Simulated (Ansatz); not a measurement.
Worked example: correlation energy of GaH3, triplet

Geometry: a point of a stretch scan, not a stationary point.

```xyz
4

Ga   -0.0034    0.0298   -0.0614
H    -0.0034   -1.4755   -0.5572
H     0.6449   -0.3666    2.9718
H    -0.4088   -0.2181    1.8354
```

Basis cc-pVDZ; Ansatz 0.2.0. Correlated methods freeze the noble-gas cores and the filled d shells of p-block atoms, which leaves 6 electrons in 28 orbitals. R marks a restricted (for open shells ROHF) determinant. No spin–orbit coupling is included, and no scalar relativity.

Full CI is exact within this basis and frozen core; it isn't the basis-set limit.

Runs differ by some tens of microhartree through their thresholds and, for an open shell, their frozen cores, so steps under 0.03 kcal/mol mean nothing.

```csv
level,total energy (hartree)
RHF,-1924.784784
RMP2,-1924.848232
RCCSD,-1924.871861
RCCSD(T),-1924.873710
RCCSDT,-1924.874578
RCCSDT(Q),-1924.874618
full CI,-1924.874592
```

Question: What is the correlation energy at full CI, and what share of it do RMP2 and RCCSD recover?

Answer: E(corr) = -1924.874592 − (-1924.784784) = -0.089808 hartree = -2.444 eV. RMP2: -0.063448 / -0.089808 = 70.65 %. RCCSD: -0.087077 / -0.089808 = 96.96 %.

Question: By how many kcal/mol does RCCSD(T) miss full CI (1 hartree = 627.509 kcal/mol), and which steps make up the rest?

Answer: -1924.873710 − (-1924.874592) = 0.000882 hartree = 0.55 kcal/mol. Steps: RCCSDT − RCCSD(T) = -0.54, RCCSDT(Q) − RCCSDT = -0.03, full CI − RCCSDT(Q) = 0.02 kcal/mol. That is within 1 kcal/mol of the reference in this basis, which itself misses far more of the correlation at the basis-set limit.
